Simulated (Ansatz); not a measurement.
# SiH4 (singlet): the correlation ladder at a displaced geometry (v2), 6-31G

One table from this session's results is given with a row withheld; the runs are named, their logs left out.

The runs use Ansatz 0.2.0, Gaussian basis; 6-31G, core rule «outside noble gas», up to 5 orbitals frozen.

To be run: UHF; CCSD(T) on RHF; BCCD(T) on RHF; CISD; CCSDT(Q) on RHF; CISDTQ; CCSDTQ on RHF; CASSCF and MRCISD+Q, 8 electrons in 8 orbitals; CASSCF and NEVPT4(SD), 8 electrons in 8 orbitals; CASSCF and NEVPT2, 8 electrons in 8 orbitals; Full CI.

17 further runs of the same task are left out: 7 that didn't finish, 10 set aside as unsound or not needed.

## The system

The geometry is a PBE0/def2-TZVP stationary point (not a proven minimum) with its atoms shifted at random (size 0.100 Å).

5 atoms, charge 0, spin multiplicity 1.

Atoms are counted from 1 here; the program's logs count them from 0.

Bond lengths: Si1–H2 1.408 Å, Si1–H3 1.553 Å, Si1–H4 1.431 Å, Si1–H5 1.534 Å. Angles: H2–Si1–H3 107.8°, H2–Si1–H4 108.8°, H2–Si1–H5 121.3°, H3–Si1–H4 105.4°, H3–Si1–H5 106.4°, H4–Si1–H5 106.0°.

Set-up of the first run:

in.yaml

```yaml
crystal:
  periodic: [false, false, false]
  atoms:
    - {symbol: Si, position_ang: [0.011501, 0.006071, 0.001400]}
    - {symbol: H, position_ang: [0.702477, 0.873190, 0.869825]}
    - {symbol: H, position_ang: [-0.936304, -0.872403, 0.862259]}
    - {symbol: H, position_ang: [-0.848374, 0.782286, -0.838121]}
    - {symbol: H, position_ang: [0.761728, -0.952238, -0.932982]}
basis:
  gaussian: {orbitals: 6-31G}
magnetization: {spin_polarized: true, initial_magnetization: 0}
hamiltonian: {xc: hf}
output: {orbitals: {seedname: orbitals}}
```

Run with:

```sh
$ ansatz run in.yaml --threads 1 --pin off --events-out ev --progress --plain --max-ram 2393MiB
```

Among the steps run: UHF; CCSD(T) on RHF; BCCD(T) on RHF; CISD; CCSDT(Q) on RHF; CISDTQ; CCSDTQ on RHF; CASSCF and MRCISD+Q, 8 electrons in 8 orbitals; CASSCF and NEVPT4(SD), 8 electrons in 8 orbitals; CASSCF and NEVPT2, 8 electrons in 8 orbitals; Full CI.

One of the session's tables, all rows but one given; the rest of the session is left out.

| method | from FCI (meV) |
| --- | --- |
| RHF | +2353.7 |
| RMP2 | +674.8 |
| CISD | ? |
| RCCSD | +32.2 |
| RCCSD(T) | +9.2 |
| BCCD(T) | +9.1 |
| RCCSDT | +0.9 |
| CISDTQ | +2.6 |
| RCCSDT(Q) | +0.2 |
| RCCSDTQ | 0.0 |
| CASSCF valence | +594.0 |
| NEVPT2 valence | +178.6 |
| NEVPT4(SD) valence | +36.3 |
| MRCISD valence | +18.1 |
| MRCISD+Q valence | +10.3 |
| FCI | 0 |

Q: Estimate the row for CISD from the others.

As computed: from FCI (meV): +119.5. In the column «from FCI (meV)» it lies between NEVPT4(SD) valence (+36.3) and NEVPT2 valence (+178.6).

Among the levels timed on like hardware and quicker than the yardstick, those that no quicker one beats, quickest first: RCCSD(T) (0.15 s, +9.2 meV); BCCD(T) (0.18 s, +9.1 meV); RCCSDT(Q) (0.3 s, +0.2 meV); RCCSDTQ (1.9 s, 0.0 meV).

Limits of these values: The yardstick is full CI for this spin, exact in this basis with these frozen cores. Of the multireference levels listed MRCISD+Q valence comes nearest in total energy (+10.3 meV), which doesn't show that its space is the better one.
